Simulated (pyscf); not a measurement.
PySCF, gas phase, ωB97X-D3(BJ)/def2-SVP geometries. MP2 and CC: frozen core, UHF for open shells. ΔMP2 is the change of the MP2 total energy from the triple- to the quadruple-zeta basis.

PBE/def2-TZVP puts the barrier of `[O]=[SiH][Cl]` + `[OH2]` -> `[O]=[SiH][OH]` + `[ClH]` (four-centre exchange; singlet surface; Cl–Si, H–O broken, O–Si, Cl–H formed) at -0.18 eV and the reaction energy at -0.23 eV, from the separated reactants. What do r²SCAN/def2-TZVP, B3LYP-D3(BJ)/def2-TZVP, CCSD(T)/def2-TZVPP + ΔMP2(QZVPP) give on the same structures?

r²SCAN: ΔE‡ = -0.20 eV, ΔE = -0.28 eV; B3LYP-D3(BJ): ΔE‡ = -0.06 eV, ΔE = -0.29 eV; CCSD(T): ΔE‡ = 0.06 eV, ΔE = -0.26 eV. PBE's barrier lies among them. Its reaction energy lies over all of them, by 0.04 to 0.06 eV. On the reactant side the descent ends in an adduct with a O–Si contact, 1.05 eV under the separated species and 1.00 eV under the saddle at ωB97X-D3(BJ)/def2-TZVP. On the product side the descent ends in a complex, 0.22 eV under the separated species and 0.39 eV under the saddle at ωB97X-D3(BJ)/def2-TZVP. At PBE, r²SCAN, B3LYP-D3(BJ) the saddle lies under the separated reactants, which points to a path from their complex (located at ωB97X-D3(BJ) alone). What is counted as formed (O–Si) is already present as a longer contact in the reactant adduct; forming that adduct is a step of its own. At ωB97X-D3(BJ) the barrier from the zero used here is -0.05 eV. O=SiH–Cl lies 0.67 eV over its isomer HO–Si:–Cl [singlet] (electronic energy, ωB97M-D3(BJ)). O=SiH–OH lies 0.43 eV over its isomer HO–Si:–OH [singlet] (electronic energy, ωB97M-D3(BJ)). This is the saddle that the search found; another between the same sides may lie lower. The CCSD(T) − MP2 part came from Ansatz, without density fitting, on the same reference.
